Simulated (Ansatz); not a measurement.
A nudged elastic band was laid between two geometries of AlH4N + ClH (8 atoms, charge 0, multiplicity 1).

The calculation used RKS B3LYP/def2-mTZVP (Ansatz 0.2.0).

| Item | Value |
| --- | --- |
| movable images | 7 |
| climbing image | yes |
| spring | 5.0 eV/Å² |
| optimiser | quadratic models (default) |
| start path | through a guess of the saddle point |
| force threshold | 0.03 eV/Å |
| iteration limit | 60 |
| end points | relaxed |

Image 0:

```xyz
8
Properties=species:S:1:pos:R:3
Al 0.044 -0.421 0.078
N -0.020 0.107 1.806
H -0.827 -0.090 2.388
H 0.811 0.105 2.388
H 1.464 -0.443 -0.605
H -1.329 -0.776 -0.608
Cl -0.395 3.258 1.853
H -0.236 1.920 1.814
```

Image 8:

```xyz
8
Properties=species:S:1:pos:R:3
Al 0.000 0.536 0.080
N -0.134 0.195 2.104
H -0.262 -0.786 2.349
H 0.707 0.523 2.576
H 1.335 -0.240 -0.284
H -1.415 0.022 -0.421
Cl 0.199 2.695 0.211
H -0.916 0.716 2.499
```

Question: What changes between the two ends?

Answer: Bonds broken: Cl7–H8. Bonds formed: Al1–Cl7, N2–H8. AlH4N + ClH becomes AlClH5N.

Question: What energy profile does the band end with?

Answer: It converged. The highest image is number 2 of 0 to 8, 0.031 eV above the first end and 1.926 eV above the last; the last end lies 1.895 eV below the first. A vibrational analysis at the climbing image gives one clearly imaginary mode, 101i cm⁻¹: a first-order saddle point. The orbitals stay closed-shell, which can raise the energy where a bond breaks towards radicals; this wasn't checked here.

| image | path coordinate (Å) | energy (eV) | Cl7–H8 (Å) | Al1–Cl7 (Å) | N2–H8 (Å) |
| --- | --- | --- | --- | --- | --- |
| 0 | 0.00 | 0.000 | 1.35 | 4.11 | 1.83 |
| 1 | 0.50 | 0.011 | 1.36 | 3.75 | 1.79 |
| 2 | 0.99 | 0.031 | 1.39 | 3.30 | 1.66 |
| 3 | 1.52 | -0.434 | 1.76 | 2.93 | 1.16 |
| 4 | 2.04 | -1.395 | 2.03 | 2.42 | 1.04 |
| 5 | 2.56 | -1.833 | 2.56 | 2.20 | 1.02 |
| 6 | 3.09 | -1.877 | 2.93 | 2.17 | 1.02 |
| 7 | 3.61 | -1.888 | 3.05 | 2.17 | 1.02 |
| 8 | 4.13 | -1.895 | 3.22 | 2.17 | 1.02 |

Question: What is the geometry of the highest image?

Answer: 
```xyz
8
Properties=species:S:1:pos:R:3
Al 0.015 -0.178 0.161
N -0.014 0.068 1.974
H -0.811 -0.225 2.529
H 0.829 -0.033 2.530
H 1.431 -0.147 -0.525
H -1.370 -0.475 -0.524
Cl -0.358 2.944 1.177
H -0.208 1.705 1.792
```

Question: What are the harmonic wavenumbers there?

Answer: 101i, 135, 216, 408, 432, 579, 635, 707, 768, 803, 882, 942, 1620, 1723, 1981, 1997, 3518, 3600 cm⁻¹.

The run took 38 s on 2 threads of AMD EPYC 9R45 96-Core Processor (Zen 5) (shared host), peak memory 0.17 GiB.
